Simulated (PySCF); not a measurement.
# BeH2Br−, a complex of two parts: interaction energy

The task here is to estimate one member of a computed series from the others.

Computed with PySCF 2.14.0; each step states its level. No surroundings beyond the atoms listed, unless a continuum is named. Atoms count from 0, parts from 1.

### Starting point

4 atoms, charge -1, multiplicity 1; geometry: GFN2-xTB. Parts: 1 = atoms 0–2, `[BeH2]`, charge 0; 2 = atom 3, `[Br-]`, charge -1.

The first run:

Job settings and geometry (Å):

```
{"job": {"xc": "PBE0", "basis": "def2-TZVPD", "d3": "d3bj", "grid": 3, "kind": "geom", "shake": 0.01}, "charge": -1, "multiplicity": 1, "parts": [{"atoms": "0-2", "charge": 0, "multiplicity": 1}, {"atoms": "3-3", "charge": -1, "multiplicity": 1}]}
Be    -0.111298    -0.111389    -0.439054
H      0.129881     1.172741    -0.087553
H     -0.071702    -1.144428     0.369560
Br    -0.685789    -0.436604    -2.438375
```

Launch:

```console
$ OMP_NUM_THREADS=1 python cluster_run.py task.json out
```

This one command runs all jobs of the session in turn.

Steps of the session up to this table: Relaxing the molecule at PBE0-D3(BJ)/def2-TZVPD; Coupled-cluster interaction energy: CCSD(T) and MP2, 2.17 Å; Coupled-cluster interaction energy: CCSD(T) and MP2, 2.28 Å; Coupled-cluster interaction energy: CCSD(T) and MP2, 2.39 Å; Coupled-cluster interaction energy: CCSD(T) and MP2, 2.07 Å; Coupled-cluster interaction energy: CCSD(T) and MP2, 2.72 Å; Coupled-cluster interaction energy: CCSD(T) and MP2, 1.96 Å; Coupled-cluster interaction energy: CCSD(T) and MP2, 3.26 Å; Coupled-cluster interaction energy: CCSD(T) and MP2, 4.35 Å.

One table of the session follows, with a row left open; its other results are not shown here.

It belongs to the step «Coupled-cluster interaction energy: CCSD(T) and MP2, 4.35 Å». 

| method | interaction energy (kcal/mol) |
| --- | --- |
| HF/aug-cc-pVDZ | -11.85 |
| MP2/aug-cc-pVDZ | -12.06 |
| CCSD/aug-cc-pVDZ | ? |
| CCSD(T)/aug-cc-pVDZ | -11.90 |
| HF/aug-cc-pVQZ | -11.87 |
| MP2/aug-cc-pVQZ | -12.09 |
| SCS-MP2/aug-cc-pVQZ | -11.94 |
| MP2, extrapolated | -12.09 |
| CCSD(T), limit estimate | -11.92 |

Estimate the missing values for CCSD/aug-cc-pVDZ.

The run gave: interaction energy (kcal/mol): -11.80. In the column «interaction energy (kcal/mol)» it is the highest.
